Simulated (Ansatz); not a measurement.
The input, for Ansatz 0.2.0:

```yaml
crystal:
  periodic: [false, false, false]
  atoms:
    - {symbol: C, position_ang: [0.000000, 0.000000, 0.000000]}
    - {symbol: H, position_ang: [0.000000, 0.000000, 1.122532]}
basis:
  gaussian: {orbitals: cc-pVTZ}
magnetization: {spin_polarized: false, initial_magnetization: 1}
correlation: {method: fci, electrons: outside_noble_gas}
```

```sh
$ ansatz run in.yaml --threads 1 --pin off --events-out ev --progress --plain --max-ram 2393MiB
```

The program prints:

```
489 factors; integrals over basis functions are off by at most 2.4e-7 eV
mean field evaluation 1: about -1041.1589 eV, gradient 8.1e0 eV
mean field evaluation 2: about -1041.1587 eV, gradient 8.1e0 eV
mean field evaluation 4: about -1041.5626 eV, gradient 7.1e-1 eV
mean field evaluation 8: about -1041.5665 eV, gradient 3.0e-4 eV
mean field evaluation 16: about -1041.5665 eV, gradient 1.2e-6 eV
mean field -1041.56654247 eV, -38.2768644368 hartree, gradient 2.3e-6 eV, S^2 0.750000; 2 other end points of the search recorded, 0 dependent functions left out
mean field evaluation 32: about -1041.7524 eV, gradient 6.2e-1 eV
1 core orbitals not correlated: weight in the atoms' cores, before any rotation towards them, 1.000 or more for the frozen orbitals, at most 0.000 for the correlated occupied ones
reference -1041.56654247 eV, -38.2768644368 hartree; 3, 2 occupied and 40, 41 virtual orbitals, 489 factors
state -1045.21870416 eV, -38.4110789033 hartree
Total energy: -1045.21870416 eV, -38.4110789033 hartree
```

Ran on 1 thread of Arm Neoverse V1, shared host: 41 s wall, 0.42 GiB peak host memory.
